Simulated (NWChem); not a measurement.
Correlation energy of nitric oxide (NO)

```xyz
2

N      0.0000     0.0000     0.6093
O      0.0000     0.0000    -0.5331
```
Charge 0, spin multiplicity 2.

The numbers come from NWChem runs, not from measurements. All single points use one geometry, from UPBE0/def2-SVP, a minimum by its harmonic frequencies.

Basis set: cc-pVTZ. Each correlation energy counts from its own Hartree-Fock reference.

The correlated methods keep 2 core orbitals frozen. The unpaired electrons of the parent sit in orbitals of symmetry b2 (C2v labels of the run); other states weren't searched. The stability of the SCF solutions was not checked. Open-shell Hartree-Fock references start from PBE0 orbitals. Coupled-cluster values serve here as a point of comparison, not as the truth.

| method | correlation energy (mHa) |
|---|---|
| CCSD[T] on UHF | (withheld) |
| CCSD[T] on ROHF | -428.4 |
| CCSD on ROHF | (withheld) |
| CCSD on UHF | -400.6 |
| URI-MP2 | -395.7 |
| UMP2 | -395.7 |
| SCS-UMP2 | -384.8 |
| CCSD(T) on UHF | (withheld) |
| CCSD(T) on ROHF | -426.8 |

### Question
Complete the blanks.

### Answer

- CCSD[T] on UHF, correlation energy (mHa): -420.4
- CCSD on ROHF, correlation energy (mHa): -407.7
- CCSD(T) on UHF, correlation energy (mHa): -418.8
